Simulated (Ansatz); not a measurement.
An Ansatz input:

```yaml
crystal:
  lattice:
    - [3.66769532, 0.0, 0.0]
    - [-1.83384766, 3.1763173205, 0.0]
    - [0.0, 0.0, 6.0581117924]
  atoms:
    - { symbol: Tm, position: [0.3333333333, 0.6666666667, 0.25], spin: 1.279 }
    - { symbol: Tm, position: [0.6666666667, 0.3333333333, 0.75], spin: -1.279 }
hamiltonian:
  xc: pbesol
  pseudopotentials:
    kind: paw
    azcp:
      Tm: "pseudopotentials/Tm.paw.azcp"
basis:
  ecutwfc: 420
  fft_grid_basis: typed
kpoints:
  mp_grid: { grid: [14, 14, 7], shift: [0, 0, 0] }
magnetization:
  spin_polarized: true
scf:
  occupations: { method: fermi_dirac, width: 0.05 }
output:
  stress: true
```

and its output:

```
Warning: the record states the generating functional pbe (its physics header spells it `PBE`), which answers neither for hamiltonian.xc's functional nor for the pbesol family's — results may be inconsistent (PPs are generated against a specific XC)
Warning: where an SCF of this run starts from atoms to list the orders of its open shells, Tm (site 0, from 0) starts with 1.50 μB on its 4f shell, in the place of the 1.28 μB that the deck gives it: an open f shell starts with all that it can hold by Hund's first rule. To start from spheres of the given moment, type scf.initial_density.shell_occupations: []
Warning: where an SCF of this run starts from atoms to list the orders of its open shells, Tm (site 1, from 0) starts with -1.50 μB on its 4f shell, in the place of the -1.28 μB that the deck gives it: an open f shell starts with all that it can hold by Hund's first rule. To start from spheres of the given moment, type scf.initial_density.shell_occupations: []
Engine: ansatz 0.2.0, x86_64-unknown-linux-gnu
Pseudopotentials: kind: paw
Pseudopotential: Tm, paw, valence charge 23, recommended cutoff 420 eV (normal) 
Functional definition: PBEsol
  exchange = pbesol_x
  correlation = pbesol_c
Crystal: 2 atoms, lattice volume = 70.576 Å³
Basis set: ecut = 420 eV, 1365 PW (Γ)
Bands: 30, of which v1, the nominal top of the filled ones, is band 23 counted from 1 (22 counted from 0)
Symmetry: 12 space group operations
Space group: P-6m2 (ITA 187), of the structure as read, at distance tolerance 4.1e-5 Å
Magnetic group: BNS 194.267 (UNI 1497), of the structure as read, at distance tolerance 4.1e-5 Å
k-points: 96 of 1372 (time reversal used)
Non-local potential: Tm, projectors of the file, l = 0: 3, l = 1: 2, l = 2: 2, l = 3: 3
PAW form: soft (Blöchl's): semilocal exchange-correlation on the pseudo side does not see the compensation charge
PAW frozen core: Tm, regenerated for the run's functional, and the local potential with it (the file was generated under x = pbe(κ = 0.804, μ = 0.2195149727645171), c = pbe(β = 0.06672455060314922))
PAW one-centre angular grid: Tm, 590 points (default); XC on 64 Gauss nodes
Initial density: superposition of atomic densities (chi_scale 0.1, normalization cell)
Starting moments: Σ|m| = 2.558 μB on 2 of 2 sites
Starting magnetic order: antiferromagnet; an inversion exchanges its spin sublattices: spin-degenerate at every k-point
Initial wavefunctions: pseudopotential atomic-orbital guess
Functional: x = pbesol(κ = 0.804, μ = 0.12345679012345678), c = pbesol(β = 0.046)
SCF iter   1: F=—  HF=-25590.899333 eV  |F-HF|=—  |Δ(HF+E_count)|=         —  Δρ=1.16e-2 (↑1.16e-2 ↓1.16e-2)  dr2=1.42e-1  dr2_m=5.67e-2  M=-0.000 μB ∫|m|=2.787 μB  β_m=0.30  ethr=3.10e-3  ⟨swp⟩=5.2  Hψ=23730  notcnv=0  defer=3
Mixer restart at iter 1: flushing history
spin=Collinear: Kerker preconditioning applied to the charge; magnetization (m = ρ↑ − ρ↓) channel mixes plain (no charge-response kernel on spin).
SCF iter   2: F=—  HF=-25591.073661 eV  |F-HF|=—  |Δ(HF+E_count)|=   1.74e-1  Δρ=8.74e-3 (↑8.73e-3 ↓8.74e-3)  dr2=5.11e-2  dr2_m=4.19e-2  M=-0.000 μB ∫|m|=2.753 μB  β_m=0.59  ethr=3.09e-4  ⟨swp⟩=3.1  Hψ=13513  notcnv=0  defer=60
...
SCF iter  36: F=—  HF=-25590.921552 eV  |F-HF|=—  |Δ(HF+E_count)|=   1.82e-6  Δρ=3.25e-5 (↑3.25e-5 ↓1.86e-5)  dr2=7.26e-7  dr2_m=2.80e-7  M=0.000 μB ∫|m|=2.534 μB  β_m=0.22  ethr=4.54e-9  ⟨swp⟩=2.0  Hψ=35106  notcnv=0  defer=153
SCF iter  37: F=—  HF=-25590.921554 eV  |F-HF|=—  |Δ(HF+E_count)|=   2.29e-6  Δρ=2.01e-5 (↑2.01e-5 ↓1.74e-5)  dr2=2.18e-7  dr2_m=1.33e-7  M=-0.000 μB ∫|m|=2.534 μB  β_m=0.96  ethr=1.58e-9  ⟨swp⟩=2.0  Hψ=39462  notcnv=0  defer=153
SCF iter  38: F=—  HF=-25590.921560 eV  |F-HF|=—  |Δ(HF+E_count)|=   5.67e-6  Δρ=3.61e-5 (↑3.61e-5 ↓2.05e-5)  dr2=1.43e-6  dr2_m=1.04e-7  M=-0.000 μB ∫|m|=2.535 μB  β_m=0.98  ethr=4.73e-10  ⟨swp⟩=3.3  Hψ=60946  notcnv=0  defer=153
SCF iter  39: F=—  HF=-25590.921563 eV  |F-HF|=—  |Δ(HF+E_count)|=   3.10e-6  Δρ=3.17e-5 (↑1.69e-5 ↓3.17e-5)  dr2=8.31e-7  dr2_m=4.58e-8  M=-0.000 μB ∫|m|=2.535 μB  β_m=0.38  ethr=4.73e-10  ⟨swp⟩=3.5  Hψ=55609  notcnv=0  defer=153
SCF iter  40: F=—  HF=-25590.921563 eV  |F-HF|=—  |Δ(HF+E_count)|=   4.10e-7  Δρ=1.56e-5 (↑7.64e-6 ↓1.56e-5)  dr2=1.76e-7  dr2_m=3.96e-8  M=-0.000 μB ∫|m|=2.535 μB  β_m=0.53  ethr=4.73e-10  ⟨swp⟩=3.0  Hψ=50230  notcnv=0  defer=153
SCF iter  41: F=—  HF=-25590.921565 eV  |F-HF|=—  |Δ(HF+E_count)|=   2.11e-6  Δρ=1.08e-5 (↑6.08e-6 ↓1.08e-5)  dr2=1.32e-7  dr2_m=1.71e-8  M=-0.000 μB ∫|m|=2.535 μB  β_m=0.87  ethr=3.82e-10  ⟨swp⟩=3.0  Hψ=44107  notcnv=0  defer=153
SCF iter  42: F=—  HF=-25590.921567 eV  |F-HF|=—  |Δ(HF+E_count)|=   1.41e-6  Δρ=5.00e-6 (↑2.43e-6 ↓5.00e-6)  dr2=3.35e-8  dr2_m=3.00e-9  M=-0.000 μB ∫|m|=2.535 μB  β_m=0.93  ethr=2.86e-10  ⟨swp⟩=3.0  Hψ=48588  notcnv=0  defer=153
SCF iter  43: F=—  HF=-25590.921567 eV  |F-HF|=—  |Δ(HF+E_count)|=   6.49e-8  Δρ=3.05e-6 (↑2.86e-6 ↓3.05e-6)  dr2=1.50e-8  dr2_m=1.08e-9  M=0.000 μB ∫|m|=2.535 μB  β_m=0.90  ethr=7.28e-11  ⟨swp⟩=2.8  Hψ=43864  notcnv=0  defer=153
SCF iter  44: F=—  HF=-25590.921567 eV  |F-HF|=—  |Δ(HF+E_count)|=   6.77e-9  Δρ=7.63e-7 (↑4.69e-7 ↓7.63e-7)  dr2=5.88e-10  dr2_m=5.16e-11  M=-0.000 μB ∫|m|=2.535 μB  β_m=0.91  ethr=3.27e-11  ⟨swp⟩=2.8  Hψ=48452  notcnv=0  defer=153
SCF iter  45: F=—  HF=-25590.921567 eV  |F-HF|=—  |Δ(HF+E_count)|=  2.04e-10  Δρ=5.41e-7 (↑3.42e-7 ↓5.41e-7)  dr2=3.38e-10  dr2_m=2.89e-11  M=-0.000 μB ∫|m|=2.535 μB  β_m=0.96  ethr=1.28e-12  ⟨swp⟩=3.0  Hψ=50536  notcnv=0  defer=153
SCF iter  46: F=-25590.921567 eV  HF=-25590.921567 eV  |F-HF|=2.56e-8  |Δ(HF+E_count)|=  3.42e-10  Δρ=5.61e-6 (↑5.61e-6 ↓3.08e-6)  dr2=2.56e-8  dr2_m=6.53e-9  M=0.000 μB ∫|m|=2.535 μB  ethr=1.00e-12  ⟨swp⟩=3.2  Hψ=79298  notcnv=0
SCF 2 converged in 46 iterations: F = -25590.921567 eV  dr2 = 2.56e-8
Symmetry: 1 space group operations
k-points: 688 of 1372 (time reversal used)
Initial density: read from a saved state, or passed on in memory by an earlier SCF of this step, an earlier step, the calling program or the single point that the run made first
Starting moments: Σ|m| = 2.558 μB on 2 of 2 sites; this step starts from the density that it was given
Initial wavefunctions: those read from a saved state, or passed on in memory by an earlier step or the calling program
iter 1 solved again at ethr=5.56e-11 eV; its pass at ethr=2.17e-6 eV (dr2=2.56e-8 eV) is discarded
SCF iter   1: F=—  HF=-25590.921567 eV  |F-HF|=—  |Δ(HF+E_count)|=         —  Δρ=5.61e-6 (↑5.61e-6 ↓3.08e-6)  dr2=2.56e-8  dr2_m=6.53e-9  M=0.000 μB ∫|m|=2.535 μB  ethr=5.56e-11  ⟨swp⟩=1.0  Hψ=236080  notcnv=0
spin=Collinear: Kerker preconditioning applied to the charge; magnetization (m = ρ↑ − ρ↓) channel mixes plain (no charge-response kernel on spin).
SCF iter   2: F=—  HF=-25590.922413 eV  |F-HF|=—  |Δ(HF+E_count)|=   8.46e-4  Δρ=3.89e-3 (↑3.89e-3 ↓9.96e-4)  dr2=5.36e-3  dr2_m=2.35e-3  M=0.008 μB ∫|m|=2.513 μB  ethr=2.17e-6  ⟨swp⟩=2.0  Hψ=227815  notcnv=0
SCF iter   3: F=—  HF=-25590.921633 eV  |F-HF|=—  |Δ(HF+E_count)|=   7.80e-4  Δρ=4.09e-3 (↑4.09e-3 ↓3.16e-3)  dr2=1.74e-2  dr2_m=4.27e-3  M=0.049 μB ∫|m|=2.529 μB  ethr=2.17e-6  ⟨swp⟩=1.9  Hψ=90923  notcnv=0
SCF iter   4: F=—  HF=-25590.921566 eV  |F-HF|=—  |Δ(HF+E_count)|=   6.63e-5  Δρ=2.13e-4 (↑2.13e-4 ↓1.94e-4)  dr2=5.26e-5  dr2_m=1.33e-5  M=0.003 μB ∫|m|=2.534 μB  ethr=2.17e-6  ⟨swp⟩=1.0  Hψ=88064  notcnv=0
SCF iter   5: F=—  HF=-25590.921566 eV  |F-HF|=—  |Δ(HF+E_count)|=   1.32e-7  Δρ=4.71e-5 (↑4.71e-5 ↓4.33e-5)  dr2=2.65e-6  dr2_m=6.67e-7  M=0.001 μB ∫|m|=2.534 μB  ethr=2.17e-7  ⟨swp⟩=1.0  Hψ=88064  notcnv=0
```

The run was cut off at its time limit.

Open f shells have many self-consistent states, so the state found may not be the lowest.
